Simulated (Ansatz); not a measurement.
Born–Oppenheimer molecular dynamics of AlClH4 (6 atoms, charge 0, multiplicity 1). It starts at the highest image of a converged band, a first-order saddle point between two minima.

All numbers below come from Ansatz 0.2.0, RKS B3LYP-D4/def2-SVP.

```json
{
  "ensemble": "NVE (velocity Verlet)",
  "time step": "0.5 fs",
  "steps asked": "200",
  "starting velocities drawn for": "300 K",
  "seed": "6589"
}
```

First frame:

```xyz
6
Properties=species:S:1:pos:R:3
Al 0.008 -0.068 0.033
H 0.012 0.141 1.669
H 1.405 0.147 -0.668
H -1.407 0.069 -0.650
Cl 0.080 -2.437 1.002
H 0.051 -1.232 1.712
```

Task: How far do the bonds stretch over the last three quarters of this one trajectory? (Pairs bonded in most of those frames.)

Result: 
```tsv
bond	mean (Å)	spread (Å)	shortest	longest
Al1–H2	1.602	0.036	1.54	1.68
Al1–H3	1.592	0.032	1.54	1.64
Al1–H4	1.590	0.048	1.52	1.66
Al1–Cl5	2.705	0.136	2.52	2.96
Cl5–H6	1.304	0.029	1.26	1.37
```

Pairs bonded in part of these frames only: Al1–Cl5 68 %.

Mean temperature of the second half: 273 K. The conserved energy stayed within 0.11 meV per atom of its start (net change 0.044 meV per atom), so the integration is sound. A run of 0.1 ps of so small a system gives no equilibrium averages. The orbitals stay closed-shell, which can raise the energy where a bond breaks towards radicals; this wasn't checked here.

The run took 4.5 min on 1 thread of Arm Neoverse V1, on a shared host, peak memory 0.099 GiB.
